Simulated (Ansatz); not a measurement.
bcc Li was calculated with r²SCAN0 (Ansatz, an electronic-structure program, PAW).

Settings: plane-wave cutoff 520 eV, 14×14×14 k mesh, Fermi–Dirac smearing 0.05 eV, scalar-relativistic PAW data made under PBE.

A third-order Birch–Murnaghan fit to the energies gives V0 = 21.297 Å³/atom, B0 = 12.7 GPa, B′ = 3.3.

```
V (Å³/atom)  P (GPa)
-----------  -------
20.130         0.785
20.375           [?]
20.660         0.405
21.189           [?]
21.719           [?]
22.249           [?]
```

Question: Estimate the withheld pressures from this fit; the answers are the runs' own values.

Answer: 
- 20.375, P (GPa): 0.604
- 21.189, P (GPa): 0.065
- 21.719, P (GPa): -0.240
- 22.249, P (GPa): -0.515

The formula P = (3/2) B0 (x^(7/3) − x^(5/3)) [1 + (3/4)(B′ − 4)(x^(2/3) − 1)] with x = V0/V meets the computed pressures within 0.01 GPa when these rounded values are put in.

Measured, for comparison: bulk modulus 13.8 GPa (corrected for temperature and zero-point phonon effects, our sources range from 13.1 to 13.9; as tabulated in Levämäki et al. (2014), arXiv:1402.3671); equilibrium volume per atom 20.51 Å³/atom (low-temperature or extrapolated to 0 K; zero-point anharmonic expansion removed; as tabulated in Csonka et al. (2009), arXiv:0903.4037). Computed (rounded) less measured: bulk modulus -8 % (-3 % to -9 % over the range), equilibrium volume per atom +3.9 %.

The computed numbers hold no vibrational or temperature effects.
